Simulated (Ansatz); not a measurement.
# AlFHO−: functionals against CCSD(T) at one geometry

Aim: energy, forces and dipole at a structure displaced at random from a GFN2-xTB minimum, from CCSD(T) and from density functionals.

The runs use Ansatz 0.2.0, Gaussian basis; single points in def2-TZVPPD.

Correlated methods freeze the cores. B3LYP uses VWN-RPA correlation.

## 1. Starting geometry

4 atoms, charge -1, spin multiplicity 1.

Atoms are counted from 1 here; the program's logs count them from 0.

Bond lengths: O1–Al2 1.624 Å, Al2–F3 1.774 Å, Al2–H4 1.585 Å. Angles: O1–Al2–F3 122.3°, O1–Al2–H4 136.3°, F3–Al2–H4 101.4°.

As a file:

```xyz
4

O    -0.1944   -1.0764    1.3155
Al    0.0568   -0.0159    0.1113
F    -1.0618    0.1493   -1.2551
H     1.1675    1.0516   -0.2621
```

## 2. CCSD(T)/def2-TZVPPD

The input, run/in.yaml:

```yaml
crystal:
  periodic: [false, false, false]
  atoms:
    - {symbol: O, position_ang: [-0.194400, -1.076400, 1.315500]}
    - {symbol: Al, position_ang: [0.056800, -0.015900, 0.111300]}
    - {symbol: F, position_ang: [-1.061800, 0.149300, -1.255100]}
    - {symbol: H, position_ang: [1.167500, 1.051600, -0.262100]}
basis:
  gaussian: {orbitals: "def2-TZVPPD.json"}
total_charge: -1
correlation: {method: ccsd_t}
output: {forces: true}
```

The basis file named in the input lies beside it (Basis Set Exchange, JSON).

No record of the launch command was kept for these runs.

## 3. PBE0-D4/def2-TZVPPD

Edit run/in.yaml of step 2 so:

```diff
@@ -10,3 +10,3 @@
 total_charge: -1
-correlation: {method: ccsd_t}
-output: {forces: true}
+hamiltonian: {xc: pbe0, dispersion: d4}
+output: {forces: true, orbitals: {seedname: orbitals}}
```

## 4. wB97M-V/def2-TZVPPD

Edit run/in.yaml of step 3 so:

```diff
@@ -10,3 +10,3 @@
 total_charge: -1
-hamiltonian: {xc: pbe0, dispersion: d4}
-output: {forces: true, orbitals: {seedname: orbitals}}
+hamiltonian: {xc: {name: wB97M-V}}
+output: {forces: true}
```

## 5. r2SCAN-D4/def2-TZVPPD

Edit run/in.yaml of step 4 so:

```diff
@@ -10,3 +10,3 @@
 total_charge: -1
-hamiltonian: {xc: {name: wB97M-V}}
+hamiltonian: {xc: r2scan, dispersion: d4}
 output: {forces: true}
```

## 6. PBE-D4/def2-TZVPPD

Edit run/in.yaml of step 5 so:

```diff
@@ -10,3 +10,3 @@
 total_charge: -1
-hamiltonian: {xc: r2scan, dispersion: d4}
+hamiltonian: {xc: pbe, dispersion: d4}
 output: {forces: true}
```

## 7. B97M-V/def2-TZVPPD

Edit run/in.yaml of step 6 so:

```diff
@@ -10,3 +10,3 @@
 total_charge: -1
-hamiltonian: {xc: pbe, dispersion: d4}
+hamiltonian: {xc: {name: B97M-V}}
 output: {forces: true}
```

## 8. B3LYP-D4/def2-TZVPPD

Edit run/in.yaml of step 7 so:

```diff
@@ -10,3 +10,3 @@
 total_charge: -1
-hamiltonian: {xc: {name: B97M-V}}
+hamiltonian: {xc: {name: B3LYP}, dispersion: d4}
 output: {forces: true}
```

(Steps that only read results are left out.)

Q: Predict the outcome of this session. Wanted: RMS force component; RMS force error; HOMO and LUMO, PBE0-D4; T1 diagnostic.

The runs gave:

| quantity | value |
| --- | --- |
| RMS force component | 0.585 to 0.686 eV/Å over the methods |
| RMS force error | PBE0-D4 0.207, wB97M-V 0.188, r2SCAN-D4 0.123, PBE-D4 0.154, B97M-V 0.252, B3LYP-D4 0.148 eV/Å |
| HOMO and LUMO, PBE0-D4 | -1.35 and 3.90 eV |
| T1 diagnostic | 0.020 |

In words: The forces of r2SCAN-D4 come nearest to CCSD(T), those of B97M-V are farthest. Frozen-core CCSD(T) forces in triple zeta carry basis errors of their own, and this is one geometry, so small gaps rank nothing.
